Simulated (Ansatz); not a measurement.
Reaction (formal hydrolysis of a C–F bond): `FC(F)Cl` + H₂O → `OC(F)Cl` + H–F

Isolated molecules relaxed with PBE0-D4/def2-TZVP in Ansatz; ΔE leaves out vibrations. CBS: MP2 limit from def2 TZ/QZ plus the TZ coupled-cluster correction, frozen cores. This one scheme is used for every species. Functionals use def2-TZVPP. B3LYP here is the variant with VWN-RPA as its local correlation; programs differ in this. Each species was taken in one conformer, which may not be the lowest.

`FC(F)Cl`:

Cartesian coordinates in Å:
```
F 0.809 -1.070 -0.153
C -0.077 -0.080 -0.019
F -0.547 -0.105 1.229
Cl 0.709 1.467 -0.329
H -0.894 -0.212 -0.729
```

H₂O:

Z-matrix (Å, degrees):
```
O
H 1 0.960
H 1 0.960 2 105.1
```

`OC(F)Cl`:

```xyz
6

O     0.693    0.140   -0.876
C    -0.302   -0.155   -0.018
F    -1.069    0.933    0.247
Cl    0.308   -0.754    1.559
H     1.294    0.773   -0.463
H    -0.924   -0.937   -0.449
```

H–F:

Z-matrix (Å, degrees):
```
F
H 1 0.920
```

```tsv
species	B3LYP-D4 energy (Eh)
`FC(F)Cl`	-698.72743
H₂O	-76.46698
`OC(F)Cl`	-674.70653
H–F	-100.49283
```

(1) Work out ΔE.

(2) What do rigid-rotor, harmonic-oscillator terms from PBE0-D4/def2-TZVP frequencies (298.15 K, 1 bar) make of the CCSD(T)/CBS value? (Best estimate.)

Largest T1 diagnostic among the species: 0.011.

## Answers

(1) ΔE = (-674.70653) + (-100.49283) − (-698.72743) − (-76.46698) = -0.00495 Eh = -13.0 kJ/mol. CCSD(T)/CBS gives -15.9 kJ/mol.

(2) Ansatz gave: ΔZPE = +0.7 kJ/mol, ΔH = -15.4 kJ/mol, ΔS = -10 J/(mol·K), ΔG = -12.5 kJ/mol.

Leaving LDA and LC-ωPBE aside and taking each functional with its dispersion term where it has one, the values, not all of them listed here, spread over 7.0 kJ/mol, from PBE-QIDH to B97M-V. LDA lies −4.4 kJ/mol from PBE without D4. In def2-TZVPP, CCSD(T) changes the Hartree–Fock value by −6.9 kJ/mol (the triples alone add −1.1 kJ/mol) and MP2 by −10.2 kJ/mol.
